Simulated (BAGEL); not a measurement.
# HF/def2-SVPD (density fitting with qzvpp-jkfit) run of B2H4Cl− (SMILES B[BH2-]Cl)

What is the vertical singlet–triplet gap of B2H4Cl− at HF/def2-SVPD (density fitting with qzvpp-jkfit)? 

The results are computed with BAGEL 1.2.2.

2 further runs of the same task are left out: 2 that didn't finish.

## 1. Starting point

B2H4Cl−: 7 atoms, total charge -1, spin state singlet. SMILES: `B[BH2-]Cl`. The coordinates come from a GFN2-xTB relaxation.

Bond lengths: B1–B2 1.668 Å, B2–Cl3 1.942 Å, B1–H4 1.187 Å, B1–H5 1.193 Å, B2–H6 1.214 Å, B2–H7 1.214 Å. Angles: B1–B2–Cl3 113.1°, B1–B2–H6 113.6°, B1–B2–H7 113.5°, Cl3–B2–H6 103.6°, Cl3–B2–H7 103.7°, B2–B1–H4 127.5°, B2–B1–H5 119.9°, H6–B2–H7 108.4°, H4–B1–H5 112.6°.

## 2. A single-point energy at HF/def2-SVPD (density fitting with qzvpp-jkfit)

File input.json:

```json
{ "bagel" : [

{
  "title" : "molecule",
  "basis" : "def2-svpd.json",
  "df_basis" : "qzvpp-jkfit",
  "angstrom" : true,
  "geometry" : [
    { "atom" : "B", "xyz" : [   -0.832540,   -0.102690,   -0.575030 ] },
    { "atom" : "B", "xyz" : [    0.541540,    0.210460,    0.317780 ] },
    { "atom" : "Cl", "xyz" : [    1.136380,   -1.313640,    1.363130 ] },
    { "atom" : "H", "xyz" : [   -1.443690,   -1.119080,   -0.629330 ] },
    { "atom" : "H", "xyz" : [   -1.303990,    0.752440,   -1.259920 ] },
    { "atom" : "H", "xyz" : [    0.393860,    1.085900,    1.146030 ] },
    { "atom" : "H", "xyz" : [    1.508450,    0.486610,   -0.362670 ] }
  ]
},
{ "title" : "hf", "charge" : -1 },
{ "title" : "print", "file" : "orbitals.molden", "orbitals" : true }

]}
```

The basis set def2-SVPD is read from a file made from the Basis Set Exchange's data (not shown).

Command:

```console
$ BAGEL_NUM_THREADS=1 BAGEL input.json > input.out
```

The log of the run:

```text
* using 1 threads per process

  ===============================================================
  ===============================================================

  *** Geometry ***

  { "atom" : "B", "xyz" : [     -1.573273,     -0.194056,     -1.086649 ] },
  { "atom" : "B", "xyz" : [      1.023362,      0.397712,      0.600517 ] },
  { "atom" : "Cl", "xyz" : [      2.147447,     -2.482420,      2.575942 ] },
  { "atom" : "H", "xyz" : [     -2.728179,     -2.114755,     -1.189261 ] },
  { "atom" : "H", "xyz" : [     -2.464184,      1.421906,     -2.380904 ] },
  { "atom" : "H", "xyz" : [      0.744288,      2.052054,      2.165683 ] },
  { "atom" : "H", "xyz" : [      2.850557,      0.919560,     -0.685347 ] },

  Number of auxiliary basis functions:      350

  Since a DF basis is specified, we compute 2- and 3-index integrals:
    o Being stored without compression. Storage requirement is 0.027 GB

  Number of basis functions:       99
  Number of electrons      :       31

    * METHOD: MOLECULE                             0.11

  *** RHF ***

  === Nuclear Repulsion ===
    72.3627513993

      * DIIS with orbital gradients will be used.

  === RHF iteration (def2-svpd.json) ===
      0       -510.91736053          0.01433693           0.03
      1       -511.02643910          0.00534433           0.03
      2       -511.03993486          0.00133551           0.03
      3       -511.04102874          0.00025693           0.03
      4       -511.04107417          0.00007540           0.03
      5       -511.04107922          0.00001960           0.03
      6       -511.04107951          0.00000586           0.03
      7       -511.04107954          0.00000127           0.03
      8       -511.04107954          0.00000030           0.03
      9       -511.04107954          0.00000011           0.03
     10       -511.04107954          0.00000004           0.03
     11       -511.04107954          0.00000001           0.03
    * SCF iteration converged.

    * Permanent dipole moment:
           (    0.182216,     0.373659,    -0.013783) a.u.

    * METHOD: HF                                   0.49

    * METHOD: PRINT                                0.02

  ===============================================================
```

Wall time 0.74 s (1 thread of Arm Neoverse V2, shared host); peak memory 0.099 GiB.

## 3. The triplet

File calc.json:

```json
{ "bagel": [

{
  "title": "molecule",
  "basis": "def2-svpd.json",
  "df_basis": "qzvpp-jkfit",
  "angstrom": "true",
  "geometry": [
    { "atom": "B", "xyz": [   -0.832540,   -0.102690,   -0.575030 ] },
    { "atom": "B", "xyz": [    0.541540,    0.210460,    0.317780 ] },
    { "atom": "Cl", "xyz": [    1.136380,   -1.313640,    1.363130 ] },
    { "atom": "H", "xyz": [   -1.443690,   -1.119080,   -0.629330 ] },
    { "atom": "H", "xyz": [   -1.303990,    0.752440,   -1.259920 ] },
    { "atom": "H", "xyz": [    0.393860,    1.085900,    1.146030 ] },
    { "atom": "H", "xyz": [    1.508450,    0.486610,   -0.362670 ] }
  ]
},
{
  "title": "uhf",
  "charge": -1,
  "nopen": 2
},
{
  "title": "print",
  "file": "orbitals.molden",
  "orbitals": "true"
}

]}
```

The basis set def2-SVPD is read from a file made from the Basis Set Exchange's data (not shown).

Command:

```console
$ BAGEL_NUM_THREADS=1 BAGEL calc.json > calc.out
```

The log of the run:

```text
* using 1 threads per process

  ===============================================================
  ===============================================================

  *** Geometry ***

  { "atom" : "B", "xyz" : [     -1.573273,     -0.194056,     -1.086649 ] },
  { "atom" : "B", "xyz" : [      1.023362,      0.397712,      0.600517 ] },
  { "atom" : "Cl", "xyz" : [      2.147447,     -2.482420,      2.575942 ] },
  { "atom" : "H", "xyz" : [     -2.728179,     -2.114755,     -1.189261 ] },
  { "atom" : "H", "xyz" : [     -2.464184,      1.421906,     -2.380904 ] },
  { "atom" : "H", "xyz" : [      0.744288,      2.052054,      2.165683 ] },
  { "atom" : "H", "xyz" : [      2.850557,      0.919560,     -0.685347 ] },

  Number of auxiliary basis functions:      350

  Since a DF basis is specified, we compute 2- and 3-index integrals:
    o Being stored without compression. Storage requirement is 0.027 GB

  Number of basis functions:       99
  Number of electrons      :       31

    * METHOD: MOLECULE                             0.11

  *** Open-shell HF ***

  === Nuclear Repulsion ===
    72.3627513993

      * DIIS with orbital gradients will be used.

  === UHF iteration (def2-svpd.json) ===
      0       -510.79545213          0.02677903           0.07
      1       -510.90411829          0.01019256           0.07
      2       -510.92073010          0.00483810           0.07
      3       -510.92443814          0.00192241           0.07
      4       -510.92632880          0.00077626           0.07
      5       -510.92670292          0.00030024           0.07
      6       -510.92678610          0.00007451           0.07
      7       -510.92679500          0.00003577           0.07
      8       -510.92679775          0.00001783           0.07
      9       -510.92679834          0.00000829           0.07
     10       -510.92679845          0.00000411           0.07
     11       -510.92679848          0.00000214           0.07
     12       -510.92679848          0.00000117           0.07
     13       -510.92679849          0.00000047           0.07
     14       -510.92679849          0.00000022           0.07
     15       -510.92679849          0.00000012           0.07
     16       -510.92679849          0.00000005           0.07
     17       -510.92679849          0.00000001           0.07
     18       -510.92679849          0.00000001           0.07
    * SCF iteration converged.

    * S^2 (UHF) is 2.0155

    * Permanent dipole moment:
           (   -0.893467,     0.351921,    -0.799878) a.u.

    * METHOD: UHF                                  1.47

    * METHOD: PRINT                                0.02

  ===============================================================
```

Wall time 1.7 s (1 thread of Arm Neoverse V2, shared host); peak memory 0.099 GiB.

## 4. Results

Level: HF/def2-SVPD (density fitting with qzvpp-jkfit).

| quantity | value |
| --- | --- |
| singlet: total energy | -511.04108 Eh |
| singlet: HOMO energy | -4.88 eV |
| singlet: LUMO energy | 5.64 eV |
| singlet: HOMO–LUMO gap (to an unbound level, set by the basis) | 10.52 eV |
| triplet: total energy | -510.92680 Eh |
| triplet: ⟨S²⟩ | 2.015 |
| vertical energy of the triplet above the singlet | 3.110 eV |

What this shows: At this shape the triplet lies 3.11 eV (300 kJ/mol) above the singlet.
